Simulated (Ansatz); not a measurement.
## How far each method lies from UCCSDT(Q) for [Cl···H···SiH], doublet

Geometry: a point of a hydrogen-transfer path between rigid fragments, not a stationary point.

```xyz
4

Cl   -1.5716    0.0227    0.0000
H     0.0304    0.0227    0.0000
Si    1.9004    0.0227    0.0000
H     2.2968   -1.4568    0.0000
```

Basis cc-pVTZ; Ansatz 0.2.0. Correlated methods freeze the noble-gas cores, which leaves 13 electrons in 86 orbitals. R marks a restricted (for open shells ROHF) determinant, U an unrestricted one. Active spaces: pair = (3e, 3o) about the gap; valence = (13e, 10o) chosen from the atoms' valence shells.

Full CI isn't at hand for all of this; UCCSDT(Q) serves as the reference, and is uncertain by about the last step of the cluster series. The frozen core follows each run's orbitals, which can shift R against U totals by a few meV.

- UHF ⟨S²⟩: 0.894
- T1 diagnostic (RCCSD): 0.0223
- largest doubles amplitude (RCCSD): 0.056
- T1 diagnostic (UCCSD): 0.0188

| level | E − E(UCCSDT(Q)) (mEh) | share of correlation (%) | wall time |
| --- | --- | --- | --- |
| RHF | 361.19 | 0.00 | – |
| RMP2 | 54.72 | 84.85 | – |
| UMP2 | 58.05 | 83.93 | – |
| RCCSD | 15.90 | 95.60 | – |
| UCCSD | 15.43 | 95.73 | – |
| RCCSD(T) | 2.08 | 99.42 | 13 s (H100) |
| UCCSD(T) | 2.20 | 99.39 | 27 s (H100) |
| BCCD(T) | 2.15 | 99.40 | 19 s (H100) |
| RCCSDT | 0.77 | 99.79 | – |
| UCCSDT | 0.71 | 99.80 | – |
| RCCSDT(Q) | 0.05 | 99.99 | 39 s (H100) |
| CASSCF (valence space) | 302.85 | 16.15 | – |
| NEVPT2 (valence space) | 73.17 | 79.74 | 13 s (H100) |

The correlation energy at UCCSDT(Q), counted from RHF, is -9.829 eV. That run took 46 s on 2 threads of AMD EPYC 7R13 with a shared H100 80 GB, shared host.

Run but not shown, since their state or frozen core can't be matched to the reference's or they repeat it: UHF, CASSCF (pair space), NEVPT2 (pair space).

Times hold each run's SCF and search for its determinant on a shared host, so for small cases they say little of a method's own cost.

Natural occupations of CASSCF (valence space) about the gap: 1.999 1.999 1.979 1.965 1.918 1.000 0.074 0.040 0.026; effectively unpaired electrons, Σ n²(2−n)², 1.06.
